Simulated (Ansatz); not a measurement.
Results of PBEsol in Ansatz (plane waves, PAW) for body-centred tetragonal In.

Numerical settings: plane-wave cutoff 500 eV, 32×32×32 k mesh, Fermi–Dirac smearing 0.1 eV, scalar-relativistic PAW data made under PBE.

Computed at the level's own relaxed cell.

Task: Estimate the volume per atom, lattice constant a and c axis length that the calculation returns.

Result: 
volume per atom: 25.57 Å³/atom
lattice constant a: 3.233 Å
c axis length: 4.894 Å

Measured, for comparison: lattice constant a 3.252 Å, lattice parameter c 4.947 Å (293 K, no zero-point or thermal correction; as tabulated in Wikipedia's data pages). Computed (rounded) less measured: lattice constant a -0.6 %, lattice parameter c -1.1 %. A static lattice is as a rule a little smaller and stiffer than an uncorrected measurement, which narrows the difference in the lattice constant a, lattice parameter c and would widen misses of the other sign.

Spin–orbit coupling is not included.

Ansatz is an electronic-structure program.
